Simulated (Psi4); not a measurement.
# CH2BN (BH2(CN)) at HF/STO-3G

Aim: the vertical ionisation energy of CH2BN (BH2(CN)) at HF/STO-3G, from 2 runs. 

The results are computed with Psi4 1.11.

1 further run of the same task is left out (set aside as unsound or not needed).

## 1. The system as given

The species is CH2BN (5 atoms), meant as a singlet with charge 0. As SMILES, `[H]B([H])C#N`. The shape is that of a GFN2-xTB optimisation.

Bond lengths: B1–C4 1.511 Å, C4–N5 1.149 Å, B1–H2 1.166 Å, B1–H3 1.166 Å. Angles: B1–C4–N5 180.0°, H2–B1–C4 118.9°, H3–B1–C4 118.9°, H2–B1–H3 122.2°.

## 2. The energy at HF/STO-3G

Input file ch2bn.inp:

```
memory 1600 MB

molecule mol {
  0 1
  B      0.303740     0.527560     0.008500
  H      1.468860     0.505990     0.058320
  H     -0.298270     1.526000    -0.026970
  C     -0.450670    -0.781610    -0.012050
  N     -1.023660    -1.777940    -0.027800
  symmetry c1
  no_reorient
  no_com
}

set globals {
  basis STO-3G
  reference rhf
  puream true
  e_convergence 1e-09
  d_convergence 1e-08
  scf_type pk
}

e, wfn = energy('hf', return_wfn=True)
oeprop(wfn, 'LOWDIN_CHARGES', 'DIPOLE', 'WIBERG_LOWDIN_INDICES', title='HF')
```

Started as:

```console
$ psi4 -i ch2bn.inp -o ch2bn.out -n 1
```

ch2bn.out (excerpt; [...] marks lines left out):

```text
[...]
  Running in c1 symmetry.
[...]
  Nuclear repulsion =   46.535006320143779
[...]
  Multiplicity = 1
[...]
  Nalpha       = 10
  Nbeta        = 10
[...]
    Number of basis functions: 17
[...]
   @RHF iter   1:  -116.55460277455629   -2.08861e+00   2.24459e-02 ADIIS/DIIS
[...]
   @RHF iter  11:  -116.64246668075801   -2.13163e-13   2.15501e-09 DIIS
[...]
    Orbital Energies [Eh]
    ---------------------
    Doubly Occupied:
       1A    -15.377670     2A    -11.044346     3A     -7.477387
       4A     -1.178305     5A     -0.772086     6A     -0.577965
       7A     -0.532854     8A     -0.476243     9A     -0.438252
      10A     -0.416767
[...]
  @RHF Final Energy:  -116.64246668075801
   => Energetics <=
    Nuclear Repulsion Energy =             46.5350063201437791
    One-Electron Energy =                -249.7711959913997646
    Two-Electron Energy =                  86.5937229904979944
    Total Energy =                       -116.6424666807580053
[...]
 Multipole Moments:
 ------------------------------------------------------------------------------------
     Multipole            Electronic (a.u.)      Nuclear  (a.u.)        Total (a.u.)
 ------------------------------------------------------------------------------------
 L = 1.  Multiply by 2.5417464519 to convert [e a0] to [Debye]
 Dipole X            :         14.0132141          -13.5688950            0.4443191
 Dipole Y            :         24.3283357          -23.5562865            0.7720492
 Dipole Z            :          0.3773651           -0.3648116            0.0125534
 Magnitude           :                                                    0.8908631
[...]
```

It took 3.6 s on 1 thread of Intel Xeon Platinum 8175M at 2.50GHz (Skylake/Cascade Lake), shared host; peak memory 0.18 GiB.

## 3. The doublet cation: energy and forces at UHF/STO-3G

Input file job.json:

```json
{
 "schema_name": "qcschema_input",
 "schema_version": 1,
 "molecule": {
  "schema_name": "qcschema_molecule",
  "schema_version": 2,
  "symbols": ["B", "H", "H", "C", "N"],
  "geometry": [0.57398541, 0.99694391, 0.01606267, 2.77574312, 0.95618252, 0.11020883, -0.56364861, 2.88372207, -0.05096591, -0.85164287, -1.47702884, -0.0227712, -1.93443704, -3.35981967, -0.05253439],
  "molecular_charge": 1,
  "molecular_multiplicity": 2,
  "fix_symmetry": "c1"
 },
 "driver": "gradient",
 "model": {
  "method": "scf",
  "basis": "STO-3G"
 },
 "keywords": {
  "reference": "uhf",
  "puream": true,
  "e_convergence": 1e-09,
  "d_convergence": 1e-08,
  "scf_type": "pk",
  "maxiter": 200,
  "scf_properties": ["DIPOLE", "MULLIKEN_CHARGES", "MAYER_INDICES"]
 }
}
```

Started as:

```console
$ psi4 --qcschema job.json -n 1 --memory 1600MB
```

stdout (excerpt; [...] marks lines left out):

```text
[...]
  Running in c1 symmetry.
[...]
  Nuclear repulsion =   46.535006348143220
[...]
  Multiplicity = 2
[...]
  Nalpha       = 10
  Nbeta        = 9
[...]
    Number of basis functions: 17
[...]
   @UHF iter   1:  -116.14477080647903   -1.67878e+00   2.05361e-02 ADIIS/DIIS
[...]
   @UHF iter  24:  -116.25404541421815   -1.05160e-12   5.80774e-09 DIIS
[...]
   @S^2 Observed:                7.873996001E-01
[...]
  @UHF Final Energy:  -116.25404541421815
   => Energetics <=
    Nuclear Repulsion Energy =             46.5350063481432201
    One-Electron Energy =                -241.9114222674475627
    Two-Electron Energy =                  79.1223705050861952
    Total Energy =                       -116.2540454142181545
  UHF NO Occupations:
  HONO-2 :    8  A 1.9988380
  HONO-1 :    9  A 1.9828253
[...]
 Multipole Moments:
 ------------------------------------------------------------------------------------
     Multipole            Electronic (a.u.)      Nuclear  (a.u.)        Total (a.u.)
 ------------------------------------------------------------------------------------
 L = 1.  Multiply by 2.5417464519 to convert [e a0] to [Debye]
 Dipole X            :         -0.7753558            1.1688179            0.3934621
 Dipole Y            :         -1.3346057            2.0286781            0.6940723
 Dipole Z            :         -0.0199964            0.0309818            0.0109854
 Magnitude           :                                                    0.7979157
[...]
  -Total Gradient:
     Atom            X                  Y                   Z
    ------   -----------------  -----------------  -----------------
       1       -0.015030340236    -0.025392378999    -0.000356950089
       2       -0.006627833129     0.003589340190    -0.000339294002
       3        0.006554185885    -0.003894951710     0.000295805763
       4       -0.127855235293    -0.223278964247    -0.003524896324
       5        0.142959222773     0.248976954766     0.003925334652
[...]
```

The result, in JSON:

```text
{
 "driver": "gradient",
 "model": {
  "method": "scf",
  "basis": "STO-3G"
 },
 "success": true,
 "return_result": [-0.015030340236029774, -0.02539237899850113, -0.000356950089239816, -0.006627833128620364, 0.003589340189907934, -0.00033929400213553694, 0.006554185884744601, -0.0038949517102286335, 0.0002958057633738898, -0.12785523529318976, -0.22327896424731802, -0.0035248963241592468, 0.14295922277313572, 0.24897695476614568, 0.003925334652159645],
 "properties": {
  "calcinfo_nbasis": 17,
  "calcinfo_nmo": 17,
  "calcinfo_nalpha": 10,
  "calcinfo_nbeta": 9,
  "calcinfo_natom": 5,
  "nuclear_repulsion_energy": 46.53500634814322,
  "return_energy": -116.25404541421815,
  "return_gradient": [-0.015030340236029774, -0.02539237899850113, -0.000356950089239816, -0.006627833128620364, 0.003589340189907934, -0.00033929400213553694, 0.006554185884744601, -0.0038949517102286335, 0.0002958057633738898, -0.12785523529318976, -0.22327896424731802, -0.0035248963241592468, 0.14295922277313572, 0.24897695476614568, 0.003925334652159645],
  "scf_one_electron_energy": -241.91142226744756,
  "scf_two_electron_energy": 79.1223705050862,
  "scf_dipole_moment": [0.39346211297843325, 0.6940723485575664, 0.01098542835938799],
  "scf_total_energy": -116.25404541421815,
  "scf_total_gradient": [-0.015030340236029774, -0.02539237899850113, -0.000356950089239816, -0.006627833128620364, 0.003589340189907934, -0.00033929400213553694, 0.006554185884744601, -0.0038949517102286335, 0.0002958057633738898, -0.12785523529318976, -0.22327896424731802, -0.0035248963241592468, 0.14295922277313572, 0.24897695476614568, 0.003925334652159645],
  "scf_iterations": 24
 }
}
```

Wall time 3.6 s (1 thread of Intel Xeon Platinum 8175M at 2.50GHz (Skylake/Cascade Lake), shared host); peak memory 0.18 GiB.

## 4. Results

At HF/STO-3G:

```
                                          quantity          value
                       singlet CH2BN: total energy  -116.64247 Eh
                      singlet CH2BN: dipole moment         2.26 D
                        singlet CH2BN: HOMO energy      -11.34 eV
                        singlet CH2BN: LUMO energy        4.23 eV
                      singlet CH2BN: HOMO–LUMO gap       15.57 eV
                      doublet cation: total energy  -116.25405 Eh
doublet cation: HOMO energy (highest over α and β)      -21.12 eV
 doublet cation: LUMO energy (lowest over α and β)       -9.95 eV
                              doublet cation: ⟨S²⟩          0.787
          doublet cation: largest force on an atom    14.765 eV/Å
vertical ionisation energy (to the doublet cation)      10.569 eV
```

Removing an electron at fixed nuclei costs 10.57 eV (244 kcal/mol). The negative HOMO energy of the first species, 11.34 eV, lies 0.77 eV above that difference. In a minimal basis such a difference can be off by several eV, whatever the method.
